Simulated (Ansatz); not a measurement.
in.yaml

```yaml
crystal:
  periodic: [false, false, false]
  atoms:
    - {symbol: C, position_ang: [-1.341418, 0.000000, 0.000000]}
    - {symbol: H, position_ang: [-1.704624, 1.027300, 0.000000]}
    - {symbol: H, position_ang: [-1.704624, -0.513651, 0.889668]}
    - {symbol: H, position_ang: [-1.704624, -0.513650, -0.889669]}
    - {symbol: H, position_ang: [0.029582, 0.000000, 0.000000]}
    - {symbol: B, position_ang: [1.575582, 0.000000, 0.000000]}
    - {symbol: H, position_ang: [2.084655, 0.000000, 1.077009]}
    - {symbol: H, position_ang: [2.084655, 0.000000, -1.077008]}
basis:
  gaussian: {orbitals: cc-pVDZ}
magnetization: {spin_polarized: false, initial_magnetization: 1}
correlation: {method: ccsdt_q, electrons: outside_noble_gas}
```

```sh
$ ansatz run in.yaml --threads 2 --pin off --events-out ev --progress --plain --max-ram 16896MiB --backend cuda --devices 0, --max-vram 18GiB
```

Log:

```
1087 factors; integrals over basis functions are off by at most 2.5e-7 eV
mean field evaluation 1: about -1791.4144 eV, gradient 2.0e1 eV
mean field evaluation 2: about -1791.4513 eV, gradient 2.0e1 eV
mean field evaluation 4: about -1793.0978 eV, gradient 2.3e0 eV
mean field evaluation 8: about -1793.1266 eV, gradient 2.1e-3 eV
mean field evaluation 16: about -1793.0519 eV, gradient 2.3e0 eV
mean field evaluation 32: about -1793.1266 eV, gradient 3.3e-5 eV
mean field evaluation 64: about -1792.4333 eV, gradient 5.0e-1 eV
mean field -1793.12660934 eV, -65.8961874683 hartree, gradient 2.2e-6 eV, S^2 0.750000; 5 other end points of the search recorded, 0 dependent functions left out
mean field evaluation 96: about -1793.3129 eV, gradient 2.2e0 eV
determinant -1793.12660934 eV, -65.8961874683 hartree, with singles and doubles -1801.09231190 eV, -66.1889216380 hartree
determinant -1792.42899539 eV, -65.8705506286 hartree, with singles and doubles -1800.39600536 eV, -66.1633328447 hartree
2 core orbitals not correlated: weight in the atoms' cores, before any rotation towards them, 1.000 or more for the frozen orbitals, at most 0.000 for the correlated occupied ones
reference -1793.12660934 eV, -65.8961874683 hartree; 7, 6 occupied and 49, 50 virtual orbitals, 1087 factors
second order -6.68729312 eV of doubles, -0.12584378 eV of singles
cycle   1  -7.64605698 eV  change   -8.3e-1 eV  update   7.0e-2
cycle   2  -8.09631929 eV  change   -4.5e-1 eV  update   2.8e-2
cycle   3  -8.17228061 eV  change   -7.6e-2 eV  update   1.0e-2
cycle   4  -8.16991293 eV  change    2.4e-3 eV  update   4.3e-3
cycle   5  -8.17164048 eV  change   -1.7e-3 eV  update   1.8e-3
cycle   6  -8.17181217 eV  change   -1.7e-4 eV  update   7.7e-4
cycle   7  -8.17170610 eV  change    1.1e-4 eV  update   3.4e-4
cycle   8  -8.17182932 eV  change   -1.2e-4 eV  update   1.4e-4
cycle   9  -8.17191907 eV  change   -9.0e-5 eV  update   6.4e-5
cycle  10  -8.17189236 eV  change    2.7e-5 eV  update   2.5e-5
cycle  11  -8.17187027 eV  change    2.2e-5 eV  update   1.1e-5
cycle  12  -8.17187482 eV  change   -4.6e-6 eV  update   5.6e-6
cycle  13  -8.17187808 eV  change   -3.3e-6 eV  update   3.4e-6
cycle  14  -8.17188130 eV  change   -3.2e-6 eV  update   2.7e-6
cycle  15  -8.17188368 eV  change   -2.4e-6 eV  update   2.4e-6
cycle  16  -8.17188362 eV  change    5.1e-8 eV  update   2.0e-6
cycle  17  -8.17188211 eV  change    1.5e-6 eV  update   1.5e-6
perturbative correction -0.00817814 eV, -0.0003005412 hartree
Total energy: -1801.30666959 eV, -66.1967991379 hartree
```

For the same geometry and basis UCCSDT(Q) lies 0.2 meV lower.

Ran on 2 threads of AMD EPYC 7R13 with a shared H100 80 GB, shared host: 12 s wall, 0.91 GiB peak host memory.
